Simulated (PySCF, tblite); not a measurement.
# CH3Cl: protonation, part 2 of 2

tblite 0.8.0 and PySCF 2.14.0. Atoms count from 0. Earlier steps stand in the parts before.

## 15. Single point (CH3Cl): wB97X-D3(BJ)/6-311+G**

Geometry: PBE0-D3(BJ)/def2-SVP.

Job settings and geometry (Å):

```
{"job": {"kind": "sp", "xc": "wB97X", "basis": "6-311+G**", "d3": "d3bj", "grid": 2, "scf": {"conv": 1e-10, "max_cycle": 100}}, "charge": 0, "multiplicity": 1}
C     -0.135067    -0.007836    -0.010637
Cl     1.635993     0.107458     0.036092
H     -0.431346    -0.657895    -0.843278
H     -0.492714    -0.430156     0.936672
H     -0.556491     0.995002    -0.153420
```

Output:

```text
final grid: 39072 points
cycle   1  E = -500.1405018494  dE = -1.785e-02  |g| = 2.662e-01  |ddm| = 1.540e+00
cycle   2  E = -500.1515891175  dE = -1.109e-02  |g| = 2.084e-01  |ddm| = 5.484e-01
cycle   3  E = -500.1614279423  dE = -9.839e-03  |g| = 1.831e-02  |ddm| = 1.604e-01
cycle   4  E = -500.1615425593  dE = -1.146e-04  |g| = 5.217e-03  |ddm| = 3.429e-02
cycle   5  E = -500.1615540741  dE = -1.151e-05  |g| = 1.606e-03  |ddm| = 1.619e-02
cycle   6  E = -500.1615551449  dE = -1.071e-06  |g| = 3.452e-04  |ddm| = 4.717e-03
cycle   7  E = -500.1615552049  dE = -5.996e-08  |g| = 8.478e-05  |ddm| = 1.100e-03
cycle   8  E = -500.1615552081  dE = -3.216e-09  |g| = 1.556e-05  |ddm| = 2.348e-04
cycle   9  E = -500.1615552082  dE = -1.271e-10  |g| = 1.544e-06  |ddm| = 4.602e-05
cycle  10  E = -500.1615552082  dE = -1.592e-12  |g| = 1.992e-07  |ddm| = 8.230e-06
converged SCF energy = -500.1615552082
```

It took 1.4 s on 1 thread of Intel Xeon Platinum 8259CL at 2.50GHz, shared host; peak memory 0.44 GiB.

## 16. Single point (CH4Cl+): wB97X-D3(BJ)/6-311+G**

Geometry: PBE0-D3(BJ)/def2-SVP.

Job settings and geometry (Å):

```
{"job": {"kind": "sp", "xc": "wB97X", "basis": "6-311+G**", "d3": "d3bj", "grid": 2, "scf": {"conv": 1e-10, "max_cycle": 100}}, "charge": 1, "multiplicity": 1}
C     -0.050181     0.012389    -0.031377
Cl     1.716775    -0.331464    -0.462684
H     -0.588116    -0.619732    -0.748921
H     -0.182075    -0.313810     1.006275
H     -0.206561     1.082741    -0.205949
H      2.332945     0.434021     0.403877
```

Output:

```text
final grid: 44448 points
cycle   1  E = -500.3697636945  dE =  3.904e-01  |g| = 3.723e-01  |ddm| = 1.632e+00
cycle   2  E = -500.4049818675  dE = -3.522e-02  |g| = 1.985e-01  |ddm| = 4.880e-01
cycle   3  E = -500.4133690340  dE = -8.387e-03  |g| = 2.885e-02  |ddm| = 1.505e-01
cycle   4  E = -500.4135982194  dE = -2.292e-04  |g| = 1.279e-02  |ddm| = 4.192e-02
cycle   5  E = -500.4136369238  dE = -3.870e-05  |g| = 1.574e-03  |ddm| = 1.164e-02
cycle   6  E = -500.4136379250  dE = -1.001e-06  |g| = 5.201e-04  |ddm| = 3.863e-03
cycle   7  E = -500.4136379961  dE = -7.104e-08  |g| = 7.437e-05  |ddm| = 7.296e-04
cycle   8  E = -500.4136379998  dE = -3.700e-09  |g| = 1.802e-05  |ddm| = 2.438e-04
cycle   9  E = -500.4136379999  dE = -1.653e-10  |g| = 2.257e-06  |ddm| = 4.143e-05
cycle  10  E = -500.4136379999  dE = -6.480e-12  |g| = 3.843e-07  |ddm| = 7.126e-06
converged SCF energy = -500.4136379999
```

Wall time 1.5 s (1 thread of Intel Xeon Platinum 8259CL at 2.50GHz, shared host); peak memory 0.44 GiB.

## 17. Single point (CH₃Cl): wB97X-D3(BJ)/6-311+G** in acetonitrile

Geometry: PBE0-D3(BJ)/def2-SVP.

Job settings and geometry (Å):

```
{"job": {"kind": "sp", "xc": "wB97X", "basis": "6-311+G**", "d3": "d3bj", "grid": 2, "solvent": "acetonitrile", "scf": {"conv": 1e-10, "max_cycle": 100}}, "charge": 0, "multiplicity": 1}
C     -0.135067    -0.007836    -0.010637
Cl     1.635993     0.107458     0.036092
H     -0.431346    -0.657895    -0.843278
H     -0.492714    -0.430156     0.936672
H     -0.556491     0.995002    -0.153420
```

Output:

```text
final grid: 39072 points
cycle   1  E = -500.1481916924  dE = -2.536e-02  |g| = 2.509e-01  |ddm| = 1.538e+00
cycle   2  E = -500.1584691601  dE = -1.028e-02  |g| = 1.832e-01  |ddm| = 4.730e-01
cycle   3  E = -500.1658129940  dE = -7.344e-03  |g| = 1.692e-02  |ddm| = 1.295e-01
cycle   4  E = -500.1659150016  dE = -1.020e-04  |g| = 4.547e-03  |ddm| = 4.023e-02
cycle   5  E = -500.1659245576  dE = -9.556e-06  |g| = 1.374e-03  |ddm| = 1.764e-02
cycle   6  E = -500.1659253563  dE = -7.986e-07  |g| = 3.052e-04  |ddm| = 4.877e-03
cycle   7  E = -500.1659254066  dE = -5.036e-08  |g| = 7.838e-05  |ddm| = 1.142e-03
cycle   8  E = -500.1659254096  dE = -2.991e-09  |g| = 1.535e-05  |ddm| = 2.210e-04
cycle   9  E = -500.1659254098  dE = -1.620e-10  |g| = 2.371e-06  |ddm| = 3.986e-05
cycle  10  E = -500.1659254098  dE = -5.571e-12  |g| = 3.706e-07  |ddm| = 1.141e-05
converged SCF energy = -500.1659254098
```

Wall time 1.4 s (1 thread of Intel Xeon Platinum 8259CL at 2.50GHz, shared host); peak memory 0.44 GiB.

## 18. Single point (CH₄Cl+): wB97X-D3(BJ)/6-311+G** in acetonitrile

Geometry: PBE0-D3(BJ)/def2-SVP.

Job settings and geometry (Å):

```
{"job": {"kind": "sp", "xc": "wB97X", "basis": "6-311+G**", "d3": "d3bj", "grid": 2, "solvent": "acetonitrile", "scf": {"conv": 1e-10, "max_cycle": 100}}, "charge": 1, "multiplicity": 1}
C     -0.050181     0.012389    -0.031377
Cl     1.716775    -0.331464    -0.462684
H     -0.588116    -0.619732    -0.748921
H     -0.182075    -0.313810     1.006275
H     -0.206561     1.082741    -0.205949
H      2.332945     0.434021     0.403877
```

Output:

```text
final grid: 44448 points
cycle   1  E = -500.4854107415  dE =  2.750e-01  |g| = 3.494e-01  |ddm| = 1.631e+00
cycle   2  E = -500.5156944831  dE = -3.028e-02  |g| = 1.845e-01  |ddm| = 4.555e-01
cycle   3  E = -500.5228943297  dE = -7.200e-03  |g| = 2.598e-02  |ddm| = 1.416e-01
cycle   4  E = -500.5230903614  dE = -1.960e-04  |g| = 1.089e-02  |ddm| = 3.799e-02
cycle   5  E = -500.5231177793  dE = -2.742e-05  |g| = 1.667e-03  |ddm| = 1.072e-02
cycle   6  E = -500.5231188879  dE = -1.109e-06  |g| = 4.461e-04  |ddm| = 4.085e-03
cycle   7  E = -500.5231189555  dE = -6.757e-08  |g| = 6.786e-05  |ddm| = 9.335e-04
cycle   8  E = -500.5231189590  dE = -3.515e-09  |g| = 1.542e-05  |ddm| = 2.401e-04
cycle   9  E = -500.5231189592  dE = -1.535e-10  |g| = 2.665e-06  |ddm| = 3.996e-05
cycle  10  E = -500.5231189592  dE = -8.754e-12  |g| = 5.189e-07  |ddm| = 1.064e-05
converged SCF energy = -500.5231189592
```

Run time: 1.7 s. Hardware: 1 thread of Intel Xeon Platinum 8259CL at 2.50GHz, shared host; peak memory 0.44 GiB.

## 19. Protonation: wB97X-D3(BJ)/6-311+G**

This step combines the energies above: geometries from PBE0-D3(BJ)/def2-SVP, zero-point and thermal terms from PBE0-D3(BJ)/def2-SVP.

Job settings and geometry (Å):

```
{"job": {"kind": "pa", "geom": {"xc": "PBE0", "basis": "def2-SVP", "d3": "d3bj", "grid": 1}, "hess": 1, "level": {"xc": "wB97X", "basis": "6-311+G**", "d3": "d3bj", "scf": {"conv": 1e-10, "max_cycle": 100}, "solvents": ["acetonitrile"]}}, "charge": 0, "multiplicity": 1}
C     -0.135067    -0.007836    -0.010637
Cl     1.635993     0.107458     0.036092
H     -0.431346    -0.657895    -0.843278
H     -0.492714    -0.430156     0.936672
H     -0.556491     0.995002    -0.153420
```

Output (the driver's rows laid out field by field):

```text
protonation site by site, wB97X-D3(BJ)/6-311+G** // PBE0-D3(BJ)/def2-SVP

row 1
  formula                 CH4Cl
  charge                  1
  multiplicity            1
  smiles                  C[ClH+]
  kept                    yes
  pieces                  1
  point_group             Cs
  atom                    1
  element                 Cl
  electronic              661.84
  enthalpy                643.82
  free_energy             617.94
  solution                acetonitrile 893.91
  share_gas               1.0
  share_solution          acetonitrile 1.0
```

It took 6.2 s on 1 thread of Intel Xeon Platinum 8259CL at 2.50GHz, shared host; peak memory 0.44 GiB.

Energy given off on adding a proton (kJ/mol, gas phase, 298 K for the thermal columns):

| site | product | electronic | enthalpy | free energy |
| --- | --- | --- | --- | --- |
| Cl1 | C[ClH+] | 661.8 | 643.8 | 617.9 |

Free energies in a continuum (kJ/mol, same sign; the bare proton is left unsolvated, so these are no solution acidities or basicities): acetonitrile: Cl1 893.9.

## 20. Summary of results

The summary covers parts 1 to 2.

| quantity | value |
| --- | --- |
| strongest single infrared mode (GFN2-xTB) | 713 cm⁻¹, 23 km/mol |
| zero-point energy (GFN2-xTB) | 22.9 kcal/mol |
| point group | C3v |
| rotational constants (main isotopes) | 155.56, 13.36, 13.36 GHz |
| surface potential, 1st and 99th percentile | -0.70 V and 1.12 V |
| proton affinity (−ΔH), Cl1 (wB97X-D3(BJ)/def2-TZVP) | 655.3 kJ/mol |
| proton affinity (−ΔH), Cl1 (wB97X-D3(BJ)/6-311+G**) | 643.8 kJ/mol |

**Reading.** No mode is imaginary among the 9: a minimum at this level. The strongest single mode, at 713 cm⁻¹, moves mainly C0. GFN2-xTB is a fitted tight-binding method: band positions and strengths are rough. Its intensities can rank the bands wrongly. Relaxing lowered the energy by 0.009 eV in 2 steps; the close pair that moved most is C0–H4, from 1.086 to 1.097 Å (PBE0/def2-SVP). The proton affinity (−ΔH) at Cl1 is 655.3 kJ/mol at wB97X-D3(BJ)/def2-TZVP; zero-point and thermal terms move it by -18.1 kJ/mol from the electronic value.
